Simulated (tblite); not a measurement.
Compound: C3H7O2 (doublet state).
SMILES with atom numbers: `[CH3:1][O:2][C@H:3]([CH3:4])[O:5]` (hydrogens: H6, H7, H8 on C1; H9 on C3; H10, H11, H12 on C4)

Geometry (GFN2-xTB, Å), atoms numbered from 1 in this order:
```xyz
12
C3H7O2 angstrom
C      1.8147   -0.0821    0.2304
O      0.6492    0.6824    0.0784
C     -0.4114    0.0148   -0.5959
C     -1.6819    0.1517    0.3255
O     -0.1836   -1.1626   -1.0286
H      2.2173   -0.3689   -0.7470
H      1.5990   -1.0055    0.7793
H      2.5251    0.5361    0.7737
H     -0.6648    0.7236   -1.4367
H     -1.5146   -0.4767    1.1950
H     -2.5478   -0.2001   -0.2239
H     -1.7999    1.1867    0.6238
```

All values are computed: GFN2-xTB (tblite) harmonic vibrations without scaling, gas phase. This tight-binding method is rough: wavenumbers can miss measured ones by several per cent, in bad cases by 10 to 20. One conformer, not necessarily the lowest. Open shells enter through the occupations alone, without spin polarisation, and single modes of such species can be off by tens of per cent.

Harmonic wavenumbers (cm⁻¹): 100.1, 112.2, 191.8, 271.6, 341.6, 455.9, 629.6, 798.3, 867.0, 961.3, 1014.8, 1034.2, 1090.5, 1110.5, 1131.2, 1182.9, 1310.2, 1347.1, 1382.3, 1424.0, 1444.8, 1453.1, 1459.1, 2490.7, 2918.8, 2944.9, 3035.6, 3050.4, 3065.6, 3076.2.

A = 8735, B = 4187, C = 3222 MHz; mass 75.045 u (most abundant isotopes); point group C1, symmetry number 1; spin multiplicity 2.

Question: Zero-point energy?

Answer: Half the sum of the wavenumbers: 20848 cm⁻¹ = 249.40 kJ/mol.

Question: What is S at 400 K and 1 bar for an ideal gas of classical rigid rotors and harmonic oscillators?

Answer: Translation 168.82, rotation 110.00, vibration 80.43, spin (R ln 2) 5.76: S = 365.0 J/(mol K).

Question: And Cp and H(400 K) − H(0)?

Answer: Cp = 122.20 J/(mol K), of which vibrations give 88.94 (their classical limit is 30 R = 249.4); H(400 K) − H(0) = 30.70 kJ/mol without the zero-point energy, 17.40 from vibrations.

Question: How do the functions run with temperature in this model?

Answer: 
```
 T (K)  S (J/(mol K))  Cp (J/(mol K))  H − H(0) (kJ/mol)  G − H(0) (kJ/mol)  ln q(vib)
    50          219.0            42.6               1.80              -9.15       0.10
   100          253.0            56.3               4.29             -21.01       0.59
298.15          332.8            98.0              19.48             -79.75       3.12
373.15          356.7           115.9              27.50            -105.61       4.09
   500          394.6           143.7              44.02            -153.30       5.76
   750          461.1           183.9              85.33            -260.49       9.03
  1000          517.9           210.5             134.84            -383.04      12.18
```

q(vib) and H(0) count from the zero-point level.

Question: Blend soft modes into free rotors: weight 1/[1 + (100 cm⁻¹/ν̃)⁴] for the oscillator and the rest for a rotor with moment μB/(μ + B), μ = h/(8π²ν), B = 10⁻⁴⁴ kg m². What vibrational entropy results?

Answer: 77.28 J/(mol K) in place of 80.43, which changes −T·S at 400 K by +1.26 kJ/mol.

Question: What must be added to the electronic energy to get the Gibbs energy at 400 K and 1 bar?

Answer: ZPE + [H(400 K) − H(0)] − T·S = 249.40 + 30.70 − 146.00 = 134.10 kJ/mol.

Question: Which modes carry the vibrational entropy at 400 K?

Answer: 100.1 cm⁻¹: 16.85; 112.2 cm⁻¹: 15.92; 191.8 cm⁻¹: 11.56; 271.6 cm⁻¹: 8.83; 341.6 cm⁻¹: 7.11; 455.9 cm⁻¹: 5.08 J/(mol K); the other 24 give 15.08 together.

Hindered rotation and anharmonicity are outside this model. Other conformers, if any are populated, would add a mixing term that is left out. The structure is chiral; the term R ln 2 for an equal mix with its mirror image is left out.
